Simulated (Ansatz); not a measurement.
C4H4N2, SMILES `c1ccnnc1`. The species carries charge 0 and has multiplicity 1. The structure was optimised at the PBE0-D4/def2-TZVP level.

```xyz
10

C    -0.514   -0.888   -0.272
C     0.407   -0.143   -0.969
C     0.909    0.986   -0.336
N     0.546    1.367    0.882
N    -0.337    0.654    1.550
C    -0.852   -0.436    0.998
H    -0.963   -1.785   -0.681
H     0.735   -0.414   -1.966
H     1.640    1.627   -0.819
H    -1.571   -0.967    1.613
```

(1) What is the dipole moment at B3LYP/def2-TZVPP? (Estimate.)

(2) And with PBE, r2SCAN, ωB97M-V? (Best estimate.)

(3) Give the Mulliken charges with B3LYP, ωB97M-V, r2SCAN in def2-TZVPP. (Estimate.)

Results:

(1) The calculation gave: 4.17 D, with components (-0.28, -2.66, -3.20) D in this frame, pointing from negative to positive charge.

(2) The calculation gave: PBE 4.04 D, r2SCAN 4.12 D, ωB97M-V 4.17 D.

(3) Computed: 
```csv
atom,B3LYP,ωB97M-V,r2SCAN
C1,-0.09,-0.09,-0.06
C2,-0.09,-0.09,-0.06
C3,-0.06,-0.04,0.01
N4,-0.11,-0.12,-0.15
N5,-0.11,-0.12,-0.15
C6,-0.06,-0.04,0.01
H7,0.14,0.13,0.10
H8,0.14,0.13,0.10
H9,0.13,0.12,0.09
H10,0.13,0.12,0.09
```

B3LYP here is the variant with VWN-RPA as its local correlation; programs differ in this.
